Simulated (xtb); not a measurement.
A geometry relaxed with GFN2-xTB in xtb, charge 0, multiplicity 1:

```xyz
4

Cl     2.0149    -0.2508    -0.0004
Al    -0.0003     0.0000    -0.0013
Cl    -0.7903     1.8702     0.0007
Cl    -1.2243    -1.6194     0.0010
```

Problem. Write the SMILES of this molecule.

Solution. `[Cl][Al]([Cl])[Cl]`
